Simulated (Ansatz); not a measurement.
Molecule (SMILES): [CH]=O (CH-O), doublet.
Atoms: C1, O2, H3. Bonds: C1-O2, C1-H3.

Basis-set convergence of the optimised C1-O2 bond length at MP2 with Ansatz (a first-principles code). The reference of a correlated method is not its basis-set limit, which lies further on. All functions are spherical. Cores are frozen. Open shells are unrestricted. No added dispersion term, no relativity. Reference: the value in aug-cc-pVQZ, 1.1794 Å, itself unsure by roughly 0.0005 Å (its mean distance from def2-QZVPP, cc-pVQZ). Deviations are taken from unrounded values.

| basis | functions | optimised C1-O2 bond length (Å) |
|---|---|---|
| cc-pVDZ | 33 | 1.1901 |
| aug-cc-pVDZ | 55 | 1.1940 |
| 6-311G** | 42 | 1.1827 |
| 6-311+G** | 50 | 1.1830 |
| cc-pVTZ | 74 | 1.1824 |
| aug-cc-pVTZ | 115 | 1.1832 |
| def2-TZVPP | 76 | 1.1812 |
| def2-TZVPPD | 94 | 1.1819 |
| cc-pVQZ | 140 | 1.1789 |
| aug-cc-pVQZ | 206 | 1.1794 |

What the diffuse functions change, pair by pair:
- cc-pVDZ to aug-cc-pVDZ: 22 more functions, deviation 0.0106 to 0.0145 Å
- 6-311G** to 6-311+G**: 8 more functions, deviation 0.0032 to 0.0035 Å
- cc-pVTZ to aug-cc-pVTZ: 41 more functions, deviation 0.0030 to 0.0037 Å
- def2-TZVPP to def2-TZVPPD: 18 more functions, deviation 0.0017 to 0.0025 Å
- cc-pVQZ to aug-cc-pVQZ: 66 more functions, deviation -0.0005 to 0.0000 Å

Leaving out the reference's own pair, they bring the value nearer the reference by more than 0.0005 Å in 0 of 4 pairs.
